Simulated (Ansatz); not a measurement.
SiN⁺, singlet in 6-31G: errors against full CI

Geometry: that of the SiN⁺, triplet, kept fixed. The triplet lies 1.1 eV lower here.

```json
{"atom": "Si", "x (Å)": "0.0000", "y (Å)": "0.0000", "z (Å)": "0.0000"}
{"atom": "N", "x (Å)": "0.0000", "y (Å)": "0.0000", "z (Å)": "1.7854"}
```

Basis 6-31G; Ansatz 0.2.0. Correlated methods freeze the noble-gas cores, which leaves 8 electrons in 16 orbitals. R marks a restricted (for open shells ROHF) determinant, U an unrestricted one. Active spaces: valence = (8e, 8o) chosen from the atoms' valence shells.

Full CI is exact within this basis and frozen core; it isn't the basis-set limit. The frozen core follows each run's orbitals, which can shift R against U totals by a few meV.

HF rows: UHF is the lowest solution found. Coupled cluster chose its determinant by a search with trial CCSD, here up to 1.64 eV above the lowest Hartree–Fock solution of its kind, and MP2 stands on that determinant too.

The R cluster runs have T1 = 0.119 on a determinant 1.64 eV above the lowest RHF solution, too large to trust, so RMP2, RCCSD, RCCSD(T), RCCSDT(Q), RCCSDT aren't compared. BCCD(T) turns its orbitals far from the restricted determinant (T1 = 0.124 for the singles of that rotation), so its spin and state can't be checked, and it isn't compared. The determinant under UHF, CISD, CISDTQ fills its π shells in a way that full CI's natural occupations don't show, so these levels stand on another configuration than full CI's state and aren't compared.

The UHF ⟨S²⟩ is 1.000, the ⟨S²⟩ of the determinant under UCCSD is 1.078 and the T1 diagnostic (RCCSD) is 0.1189. The largest doubles amplitude (RCCSD) is 0.195.

```csv
level,E − E(full CI) (kJ/mol),share of correlation (%),wall time
UHF†,304.6,–,0.48 s
UMP2†,63.6,–,–
UCCSD*†,-39.0,–,–
UCCSD(T)*†,-69.6,–,2.7 s
UCCSDT*†,-98.1,–,–
UCCSDT(Q)*†,-109.3,–,6 s
RCCSDTQ,0.8,99.87,4.9 s
UCCSDTQ*†,-105.7,–,42 s
CASSCF (valence space),102.2,83.24,–
NEVPT2 (valence space),27.2,95.54,2.3 s
MRCISD (valence space),6.1,98.99,–
MRCISD+Q (valence space),4.3,99.29,2.8 s
```

An asterisk marks runs whose energy the program itself flagged as in doubt. A dagger marks rows that describe another state than the reference (another or a broken symmetry, a higher spin or other natural occupations), so the difference holds a gap between states beside the method's error.

The correlation energy at full CI, counted from the determinant under the R cluster runs, is -6.319 eV. That run took 14 s on 1 thread of Arm Neoverse V2, shared host over 828,944 determinants.

Run but not shown, since their state, orbitals or frozen core can't be matched to the reference's or they repeat it: RHF, RMP2, CISD, RCCSD, RCCSD(T), BCCD(T), RCCSDT, CISDTQ, RCCSDT(Q).

Times hold each run's SCF and search for its determinant on a shared host, so for small cases they say little of a method's own cost; they ran on 1 thread of Arm Neoverse V2.

Unrestricted levels hold only the spin's projection, and here they fall towards a lower state of higher spin.

The full-CI state has the irrep A1 of C2v, in the program's axes (one component, if the state is degenerate).

Natural occupations of full CI about the gap: 1.977 1.768 1.763 1.763 0.342 0.169 0.169 0.023 0.007 0.007; effectively unpaired electrons, Σ n²(2−n)², 1.04. No single determinant describes this state well, so single-reference rows can miss without a flag.
